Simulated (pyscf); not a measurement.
**Concerted two-bond exchange: :HGe–O–GeH₃ (SMILES [GeH][O][GeH3]) [singlet] + H₂ (SMILES [H][H]) → :HGe–O–GeH₃ (SMILES [GeH][O][GeH3]) [singlet] + H₂ (SMILES [H][H])**

Gas phase, singlet surface, charge 0. Bonds broken: Ge1–H4, H5–H6. Bonds formed: Ge1–H6, H4–H5. Single points on ωB97X-D3(BJ)/def2-SVP structures (PySCF, gas phase).

Transition state (Å):

```xyz
9

Ge    -2.0415     0.3820     1.3353
O     -0.5035    -0.3148     0.7526
Ge     0.2338    -0.2863    -0.8607
H     -3.0755    -0.2258     0.0179
H     -2.7358     0.7590    -0.3050
H     -2.2188     1.6326     0.0600
H      1.4424    -1.2300    -0.8343
H     -0.8233    -0.7600    -1.8781
H      0.6619     1.1562    -1.1850
```

One imaginary mode, 1509i cm⁻¹; descent along it reached the two sides named.

```
bond    change  reactant side (Å)  saddle  product side
------  ------  -----------------  ------  ------------
Ge1–H4  breaks              1.620   1.782           2.7
H5–H6   breaks              0.766   1.079         2.497
Ge1–H6   forms                2.7   1.795         1.620
H4–H5    forms              2.545   1.091         0.764
```

Electronic energies relative to the separated reactants (kcal/mol):

```
level                   barrier  reaction energy  reverse barrier
----------------------  -------  ---------------  ---------------
ωB97X-D3(BJ)/def2-TZVP     18.3              0.0             18.3
PBE/def2-TZVP              12.3              0.0             12.3
r²SCAN/def2-TZVP           12.4              0.0             12.4
B3LYP-D3(BJ)/def2-TZVP     17.5              0.0             17.5
PBE0-D3(BJ)/def2-TZVP      13.2              0.0             13.2
M06-2X/def2-TZVP           19.0              0.0             19.0
ωB97M-D3(BJ)/def2-TZVP     18.1              0.0             18.1
HF/def2-TZVP               32.3              0.0             32.3
```

With ωB97M-D3(BJ)/def2-TZVP energies and thermal terms (ideal gas, 1 atm, RRHO with modes under 100 cm⁻¹ raised to 100, one conformer, R ln 2 for chiral ones without a mode under 150 cm⁻¹), in kcal/mol:

```tsv
T (K)	ΔH‡	ΔG‡	ΔH	ΔG
298	18.4	26.7	0.0	0.0
600	17.5	35.6	0.0	0.0
900	17.3	44.7	0.0	0.0
1200	17.5	53.7	0.0	0.0
```

At the saddle there is also a short Ge–H contact that neither side keeps. One saddle was located; it need not be the lowest between these sides. Elements up to Kr have no core potential and no relativistic terms here.
